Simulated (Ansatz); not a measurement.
Geometry optimisation, Ansatz 0.2.0, RHF/STO-3G.

Input:

```yaml
crystal:
  periodic: [false, false, false]
  atoms:
    - { symbol: O, position_ang: [-0.5327, 1.4202, -0.2043] }
    - { symbol: C, position_ang: [-0.1677, 0.4536, 0.341] }
    - { symbol: S, position_ang: [0.0092, 0.4064, 2.0676] }
    - { symbol: C, position_ang: [0.3184, -0.7961, -0.4062] }
    - { symbol: O, position_ang: [-0.1488, -0.7932, -1.7871] }
    - { symbol: H, position_ang: [-0.4188, 1.6628, 2.2823] }
    - { symbol: H, position_ang: [1.36, -0.9037, -0.361] }
    - { symbol: H, position_ang: [-0.1802, -1.6642, 0.0565] }
    - { symbol: H, position_ang: [-0.151, 0.1679, -2.006] }
basis:
  gaussian: { orbitals: STO-3G }
hamiltonian:
  xc: hf
relax:
  f_tol: 0.02
  max_steps: 50
```

Run as:

```bash
$ ansatz run input.yaml --threads 1 --pin off --max-ram 2048MiB --backend cpu --events-out ev --progress --plain --runs-dir out
```

Where does it end, and by what steps?

It converged. Limits of this set-up: minimal basis. After 12 steps the energy has fallen by 0.380 eV; O5 moved furthest, 0.22 Å.

```csv
step,energy less start (eV),largest force component (eV/Å),accepted
0,0.0000,5.049,yes
1,-0.2641,1.921,yes
2,-0.3075,1.926,yes
3,-0.3611,0.596,yes
4,-0.3636,0.557,yes
5,-0.3683,0.107,yes
6,-0.3685,0.566,yes
7,-0.3693,0.761,yes
8,-0.3760,0.210,yes
9,-0.3793,0.084,yes
10,-0.3795,0.024,yes
11,-0.3794,0.061,no
12,-0.3795,0.010,yes
```

```xyz
9
Properties=species:S:1:pos:R:3
O -0.613 1.378 -0.311
C -0.141 0.453 0.329
S 0.086 0.450 2.090
C 0.306 -0.833 -0.425
O 0.050 -0.695 -1.825
H -0.406 1.675 2.267
H 1.374 -1.000 -0.239
H -0.236 -1.694 -0.015
H -0.331 0.220 -1.888
```

Whether the end is a true minimum wasn't checked by a vibrational analysis.

Time of the run: 12 s on 1 thread of Arm Neoverse V1, on a shared host, peak memory 0.11 GiB.
